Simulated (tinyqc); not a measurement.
CIS on RHF in the sto-3g basis, frozen core, for H2O, spin multiplicity 1, step by step. One step of it, computed by the program tinyqc.

Question. CIS matrix, triplets. A(ia,jb) = (e_a - e_i) d_ij d_ab - (ij|ab).

orbital energies (hartree): [-20.250168, -1.241017, -0.586635, -0.446061, -0.388651, 0.542059, 0.679607]

Two-electron integrals over orbitals (pq|rs), unique and non-zero (hartree); the lowest 1 orbital is frozen and left out:
```
(22|22) 0.724953    (32|22) 0.007310    (32|32) 0.138780    (33|22) 0.632574
(33|32) -0.003168   (33|33) 0.616864    (42|22) -0.007782   (42|32) 0.001828
(42|33) 0.005331    (42|42) 0.126899    (43|22) 0.007703    (43|32) 0.023299
(43|33) 0.004246    (43|42) -0.009061   (43|43) 0.051020    (44|22) 0.669822
(44|32) -0.008377   (44|33) 0.585366    (44|42) -0.100834   (44|43) 0.009738
(44|44) 0.749133    (52|52) 0.146598    (53|52) -0.004806   (53|53) 0.027994
(54|52) -0.045888   (54|53) 0.002771    (54|54) 0.052830    (55|22) 0.749462
(55|32) -0.004524   (55|33) 0.618100    (55|42) -0.073950   (55|43) 0.011351
(55|44) 0.713587    (55|55) 0.880159    (62|22) -0.133871   (62|32) 0.012610
(62|33) -0.070697   (62|42) -0.025685   (62|43) -0.007000   (62|44) -0.074281
(62|55) -0.147037   (62|62) 0.096401    (63|22) 0.036225    (63|32) 0.036331
(63|33) 0.021830    (63|42) -0.015343   (63|43) 0.033225    (63|44) 0.027701
(63|55) 0.043371    (63|62) -0.021050   (63|63) 0.075983    (64|22) -0.108012
(64|32) -0.015203   (64|33) -0.045206   (64|42) 0.039625    (64|43) -0.009355
(64|44) -0.125727   (64|55) -0.129542   (64|62) 0.057766    (64|63) -0.031691
(64|64) 0.083032    (65|52) -0.054308   (65|53) 0.006583    (65|54) -0.001641
(65|65) 0.036108    (66|22) 0.602727    (66|32) -0.036129   (66|33) 0.563639
(66|42) 0.052142    (66|43) -0.022725   (66|44) 0.551164    (66|55) 0.584686
(66|62) -0.091420   (66|63) -0.015504   (66|64) -0.040028   (66|66) 0.607402
(72|22) -0.036398   (72|32) -0.044184   (72|33) -0.013162   (72|42) 0.000447
(72|43) 0.031628    (72|44) -0.024975   (72|55) -0.039436   (72|62) 0.009490
(72|63) 0.028097    (72|64) 0.017696    (72|66) -0.024521   (72|72) 0.067177
(73|22) -0.143513   (73|32) 0.017293    (73|33) -0.087583   (73|42) 0.075186
(73|43) -0.001371   (73|44) -0.149974   (73|55) -0.189676   (73|62) 0.068429
(73|63) -0.016323   (73|64) 0.081797    (73|66) -0.047727   (73|72) 0.025094
(73|73) 0.151556    (74|22) -0.010085   (74|32) 0.073600    (74|33) -0.008671
(74|42) 0.000869    (74|43) 0.002832    (74|44) -0.018587   (74|55) -0.016218
(74|62) 0.014713    (74|63) 0.042767    (74|64) -0.005052   (74|66) -0.031323
(74|72) -0.013670   (74|73) 0.023363    (74|74) 0.067333    (75|52) -0.014112
(75|53) -0.022812   (75|54) 0.001428    (75|65) 0.002880    (75|75) 0.025411
(76|22) 0.004673    (76|32) 0.085178    (76|33) -0.006730   (76|42) 0.012788
(76|43) 0.048294    (76|44) -0.013992   (76|55) -0.004452   (76|62) -0.006023
(76|63) 0.055494    (76|64) -0.015765   (76|66) -0.036130   (76|72) 0.006437
(76|73) 0.024570    (76|74) 0.050597    (76|76) 0.097511    (77|22) 0.620339
(77|32) 0.041712    (77|33) 0.597586    (77|42) -0.013866   (77|43) 0.025023
(77|44) 0.592265    (77|55) 0.618167    (77|62) -0.064695   (77|63) 0.047918
(77|64) -0.053288   (77|66) 0.542886    (77|72) -0.015317   (77|73) -0.082757
(77|74) 0.020231    (77|76) 0.035822    (77|77) 0.627480
```

Give: CIS matrix A, triplet.

Answer.

CIS matrix A, triplet (hartree), order 2>6, 2>7, 3>6, 3>7, 4>6, 4>7, 5>6, 5>7:
```
[[1.1803, -0.0047, 0.0361, -0.0852, -0.0521, -0.0128, 0.0000, 0.0000],
 [-0.0047, 1.3003, -0.0852, -0.0417, -0.0128, 0.0139, 0.0000, 0.0000],
 [0.0361, -0.0852, 0.5651, 0.0067, 0.0227, -0.0483, 0.0000, 0.0000],
 [-0.0852, -0.0417, 0.0067, 0.6687, -0.0483, -0.0250, 0.0000, 0.0000],
 [-0.0521, -0.0128, 0.0227, -0.0483, 0.4370, 0.0140, 0.0000, 0.0000],
 [-0.0128, 0.0139, -0.0483, -0.0250, 0.0140, 0.5334, 0.0000, 0.0000],
 [0.0000, 0.0000, 0.0000, 0.0000, 0.0000, 0.0000, 0.3460, 0.0045],
 [0.0000, 0.0000, 0.0000, 0.0000, 0.0000, 0.0000, 0.0045, 0.4501]]
```
